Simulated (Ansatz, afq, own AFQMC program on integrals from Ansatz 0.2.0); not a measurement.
SiCl$_{2}$, singlet in def2-TZVP, levels against CCSDT(Q)

```tsv
atom	x (Å)	y (Å)	z (Å)
Cl	0.2952	1.6158	0.3401
Si	-0.7742	-0.0105	-0.4243
Cl	0.4791	-1.6053	0.0842
```

Connectivity, by distances: Cl–Si–Cl.

Basis def2-TZVP. Only valence electrons are correlated. Ansatz 0.2.0 and our own AFQMC program on the same integrals; the CISD trial comes from CCSD amplitudes, and released means the phaseless constraint is let go. Error bars are statistical, one sigma.

Determinant: UHF, the one that the program's search chose, which needn't be the lowest solution. The geometry is a PBE0/def2-SVP stationary point of this or a neighbouring charge and spin state.

No full CI on the walks' own integrals is used here; CCSDT(Q) serves as the reference and is uncertain by about the last step of the cluster series.

Cautions: the determinant is a saddle point among determinants of its kind; the released energies move by 1.5 errors or more from one time to the next, so no released level is given (meV from the phaseless value at times in 1/Eh: -26 ± 9 at 0.24, -29 ± 9 at 0.51, -26 ± 11 at 0.99, -51 ± 12 at 1.50), though the last usable value meets CCSDT(Q) within the noise.

```
T1 diagnostic                               : 0.0129
weight of the determinant in the CISD state : 0.803
⟨S²⟩ of the determinant                     : 0.000
size of the correlated space                : 18 electrons in 96 orbitals
```

Reference: CCSDT(Q), correlation energy -14.480 eV.

```json
{"level": "HF", "E − E(reference) (meV)": "14479.7", "share of correlation (%)": "0.00"}
{"level": "MP2", "E − E(reference) (meV)": "1840.0", "share of correlation (%)": "87.29"}
{"level": "CCSD", "E − E(reference) (meV)": "718.6", "share of correlation (%)": "95.04"}
{"level": "CCSD(T)", "E − E(reference) (meV)": "72.3", "share of correlation (%)": "99.50"}
{"level": "CCSDT", "E − E(reference) (meV)": "36.6", "share of correlation (%)": "99.75"}
{"level": "ph-AFQMC/HF", "E − E(reference) (meV)": "-122.0 ± 38.8", "share of correlation (%)": "100.84"}
{"level": "ph-AFQMC/CISD", "E − E(reference) (meV)": "29.1 ± 7.6", "share of correlation (%)": "99.80"}
```

A walk keeps the symmetry of its determinant, which the program's search chose and which needn't be the lowest solution, so a lower state of the same spin and another symmetry isn't excluded.
